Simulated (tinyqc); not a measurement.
Worked calculation (part 2 of 2): RKS/PBE0 in the sto-6g basis, for HF, spin multiplicity 1. Computed by tinyqc, a small Python program that keeps every step (integrals from PySCF). Command: `OMP_NUM_THREADS=1 python tinyqc.py 24203 24204 out.jsonl` (the two numbers bound the seeds that draw the settings). One thread of a shared host (Intel(R) Xeon(R) Processor @ 2.60GHz), about 0.7 s of CPU time with the checks.

Geometry (angstrom):

| atom | x | y | z |
|---|---|---|---|
| F | 0.000000 | 0.000000 | 0.000000 |
| H | 0.000000 | 0.000000 | 1.746000 |

## Iteration 12 (converged): orbitals

converged F (hartree):
```
             1F 1s      1F 2s     1F 2px     1F 2py     1F 2pz      2H 1s
1F 1s   -24.728392  -6.035869   0.000000   0.000000  -0.005062  -0.193327
1F 2s    -6.035869  -2.443400   0.000000   0.000000  -0.016802  -0.187775
1F 2px    0.000000   0.000000  -0.199803   0.000000   0.000000   0.000000
1F 2py    0.000000   0.000000   0.000000  -0.199803   0.000000   0.000000
1F 2pz   -0.005062  -0.016802   0.000000   0.000000  -0.165034  -0.135577
2H 1s    -0.193327  -0.187775   0.000000   0.000000  -0.135577  -0.169371
```

X:
```
            1F 1s      1F 2s    1F 2px    1F 2py     1F 2pz      2H 1s
1F 1s    1.021180  -0.120883  0.000000  0.000000  -0.000499   0.005677
1F 2s   -0.120883   1.025424  0.000000  0.000000   0.003992  -0.053721
1F 2px   0.000000   0.000000  1.000000  0.000000   0.000000   0.000000
1F 2py   0.000000   0.000000  0.000000  1.000000   0.000000   0.000000
1F 2pz  -0.000499   0.003992  0.000000  0.000000   1.003690  -0.049869
2H 1s    0.005677  -0.053721  0.000000  0.000000  -0.049869   1.007859
```

Diagonalise F' = X^T F X, C = X C', fill 5 alpha and 5 beta electrons from the bottom; D = 2 C_occ C_occ^T. Each column has its largest component positive (the first on a tie).

F' = X^T F X (hartree):
```
            1          2          3          4          5          6
1  -24.334477  -3.044713   0.000000   0.000000  -0.006282  -0.000728
2   -3.044713  -1.416589   0.000000   0.000000  -0.007478  -0.084631
3    0.000000   0.000000  -0.199803   0.000000   0.000000   0.000000
4    0.000000   0.000000   0.000000  -0.199803   0.000000   0.000000
5   -0.006282  -0.007478   0.000000   0.000000  -0.153189  -0.120641
6   -0.000728  -0.084631   0.000000   0.000000  -0.120641  -0.144959
```

orbital energies (hartree): MO1 -24.732086, MO2 -1.027331, MO3 -0.264607, MO4 -0.199803, MO5 -0.199803, MO6 -0.025190

coefficients C:
```
              MO1        MO2        MO3        MO4       MO5        MO6
1F 1s    0.996931  -0.250354   0.023572   0.000000  0.000000   0.018665
1F 2s    0.012892   1.022159  -0.117996   0.000000  0.000000  -0.100549
1F 2px   0.000000   0.000000   0.000000   0.999921  0.012580   0.000000
1F 2py   0.000000   0.000000   0.000000  -0.012580  0.999921   0.000000
1F 2pz   0.000295   0.020179   0.698441   0.000000  0.000000  -0.722267
2H 1s   -0.000861   0.043375   0.651973   0.000000  0.000000   0.770866
```

D after iteration 12:
```
            1F 1s      1F 2s    1F 2px    1F 2py     1F 2pz      2H 1s
1F 1s    2.114209  -0.491660  0.000000  0.000000   0.023411   0.007301
1F 2s   -0.491660   2.117796  0.000000  0.000000  -0.123566  -0.065210
1F 2px   0.000000   0.000000  2.000000  0.000000   0.000000   0.000000
1F 2py   0.000000   0.000000  0.000000  2.000000   0.000000   0.000000
1F 2pz   0.023411  -0.123566  0.000000  0.000000   0.976454   0.912479
2H 1s    0.007301  -0.065210  0.000000  0.000000   0.912479   0.853902
```

Within a degenerate level the vectors are fixed only up to a rotation; this is one choice.

## Convergence

Stop when the energy changes by less than 1e-10 hartree and every element of the error matrix X^T (F D S - S D F) X is below 3e-06.

Course of the cycle:

| iteration | E (hartree) | change | largest element of the error matrix |
|---|---|---|---|
| 1 | -99.15024340 | - | 2.62e-01 |
| 2 | -99.01249471 | 1.38e-01 | 4.16e-01 |
| 3 | -99.57696244 | -5.64e-01 | 2.57e-01 |
| 4 | -99.35136392 | 2.26e-01 | 5.81e-01 |
| 5 | -99.60965360 | -2.58e-01 | 3.98e-02 |
| 6 | -99.61044787 | -7.94e-04 | 1.63e-03 |
| 7 | -99.61044913 | -1.26e-06 | 3.97e-04 |
| 8 | -99.61044921 | -7.60e-08 | 6.38e-05 |
| 9 | -99.61044921 | -1.18e-09 | 4.11e-05 |
| 10 | -99.61044921 | -6.86e-10 | 1.76e-05 |
| 11 | -99.61044921 | -1.54e-10 | 4.63e-08 |
| 12 | -99.61044921 | 0.000000 | 2.27e-10 |

PySCF RKS in the same basis, fine grid = -99.61057236 hartree

Converged in 12 iterations. The coarse grid moves the energy by +1.23e-04 hartree.

## Populations, bond orders and dipole

overlap S:
```
           1F 1s     1F 2s    1F 2px    1F 2py    1F 2pz     2H 1s
1F 1s   1.000000  0.232479  0.000000  0.000000  0.000000  0.007404
1F 2s   0.232479  1.000000  0.000000  0.000000  0.000000  0.103724
1F 2px  0.000000  0.000000  1.000000  0.000000  0.000000  0.000000
1F 2py  0.000000  0.000000  0.000000  1.000000  0.000000  0.000000
1F 2pz  0.000000  0.000000  0.000000  0.000000  1.000000  0.098446
2H 1s   0.007404  0.103724  0.000000  0.000000  0.098446  1.000000
```

Mulliken: Z minus the diagonal of D S on the atom; Loewdin: the same with S^(1/2) D S^(1/2); Mayer order: 2 sum_s sum (D(s) S)_ij (D(s) S)_ji over the two atoms.

Charges (e):

| atom | Mulliken | Loewdin |
|---|---|---|
| 1F | -0.062978 | -0.059974 |
| 2H | 0.062978 | 0.059974 |

Mayer bond orders:

| pair | order |
|---|---|
| 2-1 | 0.996034 |

dipole moment about the origin, x y z (debye): 0.000000  0.000000  0.813171
